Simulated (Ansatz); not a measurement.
Consider the substitution at a C–C bond: `CC(O)F` + HCl → `OC(F)Cl` + CH₄.

Computed with Ansatz on PBE0-D4/def2-TZVP structures; ΔE is electronic, products minus reactants. CCSD(T)/CBS adds triple-zeta CCSD(T) − MP2 to the extrapolated MP2 energy (def2 sets, frozen cores). This one scheme is used for every species. DFT in def2-TZVPP. B3LYP here is the variant with VWN-RPA as its local correlation; programs differ in this. HSE06 is defined as in plane-wave codes. Each species was taken in one conformer, which may not be the lowest.

| level | ΔE (kJ/mol) |
| --- | --- |
| revPBE-D4 | 8.6 |
| B3LYP-D4 | 15.3 |
| revPBE | 7.5 |
| PBE0 | 16.1 |
| r2SCAN0 | 17.2 |
| HSE06 | 15.8 |
| HF/def2-TZVPP | 26.9 |
| MP2/CBS(def2) | 22.2 |

Problem. What does CCSD(T)/CBS give? (Best estimate.)

Solution. The calculation gave: +24.3 kJ/mol. The listed levels differ from it by -15.7, -9.0, -16.8, -8.2, -7.1, -8.5, 2.6, -2.1 kJ/mol.

Problem. What do rigid-rotor, harmonic-oscillator terms from PBE0-D4/def2-TZVP frequencies (298.15 K, 1 bar) make of the CCSD(T)/CBS value? (Best estimate.)

Solution. The calculation gave: ΔZPE = +2.1 kJ/mol, ΔH = +26.4 kJ/mol, ΔS = 0 J/(mol·K), ΔG = +26.5 kJ/mol.

Largest T1 diagnostic among the species: 0.011.

At CCSD(T), def2-SVP lies +3.3 kJ/mol from the extrapolated value and def2-TZVPP +0.2 kJ/mol. From r2SCAN to r2SCAN0 (25 % exact exchange), in def2-TZVPP and without D4, ΔE moves by +5.2 kJ/mol.
